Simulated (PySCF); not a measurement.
# OF and its ions

PBE0; O cc-pVDZ, F cc-pVDZ; no relativity (PySCF 2.14). Neutral (UKS): doublet (π ↑), Re = 1.337 Å, ωe = 1137 cm⁻¹, De = 2.28 eV, HOMO -8.74 eV, LUMO -4.27 eV.

OF⁺ (UKS): triplet (π ↑↑), Re = 1.214 Å, ωe = 1449 cm⁻¹, De = 3.39 eV to O⁺ + F. The energies at the minima are -174.71260 hartree for OF and -174.25091 for OF⁺.

(1) Work out the adiabatic ionisation energy, without and with harmonic zero-point energies (1 hartree = 27.2114 eV, 1 eV = 8065.5 cm⁻¹), and the change of the bond length.

For an ion De counts to the pair picked by the measured ionisation energies or electron affinities, which need not be the lowest pair at this level. States were picked by a PBE0 search and need not be the measured ground states.

Answers

(1) At PBE0: 0.46169 hartree = 12.563 eV between the minima; the zero-point term (1449.0 − 1137.0)/2 cm⁻¹ = +0.019 eV makes it 12.583 eV. Re changes by -12.3 pm against the neutral. The electron leaves a π orbital, and the shorter bond of the ion fits an antibonding orbital, or a change in how ionic the bond is.
